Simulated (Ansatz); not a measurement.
1T (CdI2-type) PtS₂, treated with PBEsol (Ansatz, an electronic-structure program, plane waves, PAW).

Numerical settings: plane-wave cutoff 560 eV, 12×12×8 k mesh (along the axes of the cell as run), Fermi–Dirac smearing 0.01 eV, scalar-relativistic PAW data made under PBE.

Starting structure:

```yaml
crystal:
  lattice:
    - [3.54000, 0.00000, 0.00000]
    - [-1.77000, 3.06573, 0.00000]
    - [0.00000, 0.00000, 5.04000]
  atoms:
    - { symbol: Pt, position: [0.00000, 0.00000, 0.00000] }
    - { symbol: S, position: [0.33333, 0.66667, 0.23000] }
    - { symbol: S, position: [0.66667, 0.33333, 0.77000] }
```

Task: Into what structure does the relaxation of cell and atoms lead at this level, with the symmetry of the start kept?

Result: The volume drops by 3.7 %; final space group P-3m1.
```yaml
crystal:
  lattice:
    - [3.57161, 0.00000, 0.00000]
    - [-1.78581, 3.09311, 0.00000]
    - [0.00000, 0.00000, 4.76660]
  atoms:
    - { symbol: Pt, position: [0.00000, 0.00000, 0.00000] }
    - { symbol: S, position: [0.33333, 0.66667, 0.25103] }
    - { symbol: S, position: [0.66667, 0.33333, 0.74897] }
```

Note: the cell comes from a level without a dispersion term, which matters for the spacing of layers, chains or molecules.
